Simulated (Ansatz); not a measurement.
SiH2, triplet: the ladder up to full CI

Geometry: MP2(full)/6-31G*, from the G2/97 set.

```yaml
atoms:
  - { symbol: Si, position_ang: [0.0000, 0.0000, 0.0508] }
  - { symbol: H, position_ang: [0.0000, 1.2719, -0.7081] }
  - { symbol: H, position_ang: [0.0000, -1.2719, -0.7081] }
```

Basis 6-31G* (Cartesian d functions); Ansatz 0.2.0. Correlated methods freeze the noble-gas cores, which leaves 6 electrons in 18 orbitals. Prefix R: restricted or restricted open-shell reference; prefix U: unrestricted. Active spaces: valence = (6e, 6o) chosen from the atoms' valence shells.

Full CI is exact within this basis and frozen core; it isn't the basis-set limit. The frozen core follows each run's orbitals, which can shift R against U totals by a few meV.

For open shells CISD and CISDTQ are restricted-active-space CI with the open shells as a complete middle space.

The UHF ⟨S²⟩ is 2.005. The T1 diagnostic (RCCSD) is 0.0203, the largest doubles amplitude (RCCSD) is 0.049 and the T1 diagnostic (UCCSD) is 0.0156.

```
   level  E − E(RHF) (eV)
     UHF          -0.0440
    RMP2          -1.5136
    UMP2          -1.5184
   RCCSD          -2.0283
   UCCSD          -2.0294
RCCSD(T)          -2.0697
UCCSD(T)          -2.0703
```

Estimate how far full CI in 6-31G* lies from RCCSD(T). The table doesn't fix it; the size of (T) and the diagnostics are the guide.

Full CI in 6-31G* lies 1.4 kJ/mol below RCCSD(T), which is 36 % of the (T) step (-4.0 kJ/mol). The diagnostics give no warning, yet the rest is a sizeable part of (T).

The other levels:

```tsv
level	E − E(full CI) (kJ/mol)	share of correlation (%)	wall time
CISD	8.7	95.68	0.45 s
BCCD(T)	1.5	99.27	0.36 s
RCCSDT	0.0	99.98	–
UCCSDT	0.0	100.00	–
CISDTQ	0.1	99.96	0.63 s
RCCSDT(Q)	0.0	99.99	1.7 s
UCCSDT(Q)	0.0	100.02	1.5 s
RCCSDTQ	0.0	100.00	3.2 s (H100)
UCCSDTQ	0.0	100.02	2.8 s (H100)
CASSCF (valence space)	119.5	40.58	–
NEVPT2 (valence space)	37.5	81.36	0.24 s
NEVPT4(SD) (valence space)	7.3	96.36	0.54 s
MRCISD (valence space)	5.5	97.29	–
MRCISD+Q (valence space)	2.3	98.88	0.54 s
```

The correlation energy at full CI, counted from RHF, is -2.085 eV. That run took 0.75 s on 1 thread of AMD EPYC 7R13, shared host over 164,864 determinants.

Times hold each run's SCF and search for its determinant on a shared host, so for small cases they say little of a method's own cost; rows without a card ran on 1 thread of AMD EPYC 7R13.

The full-CI state has the irrep B1 of C2v, in the program's axes.

Natural occupations of full CI about the gap: 1.962 1.954 0.995 0.991 0.031 0.022 0.008 0.007 0.005 0.005; effectively unpaired electrons, Σ n²(2−n)², 2.02.

Atomization energy (electronic, same basis, no zero-point term; atoms at the same level, unrestricted beside the R rows where the molecule is a closed shell, with restricted open-shell steps beyond CCSDT(Q)) at full CI: 476.8 kJ/mol. Errors of other levels:

```csv
level,error (kJ/mol)
RHF,-42.8
UHF,-45.5
RMP2,-8.7
UMP2,-8.9
CISD,-4.9
RCCSD,-2.3
UCCSD,-2.3
RCCSD(T),-0.6
UCCSD(T),-0.6
BCCD(T),-0.6
RCCSDT,0.0
UCCSDT,0.0
CISDTQ,-0.1
RCCSDT(Q),0.0
UCCSDT(Q),0.0
RCCSDTQ,0.0
UCCSDTQ,0.0
CASSCF (valence space),3.8
NEVPT2 (valence space),-5.7
NEVPT4(SD) (valence space),-5.7
MRCISD (valence space),-3.2
MRCISD+Q (valence space),-4.4
```

This basis is far from its limit, so the value isn't to be set against a measured one. Truncated CI isn't size-consistent, which counts against it in atomization.
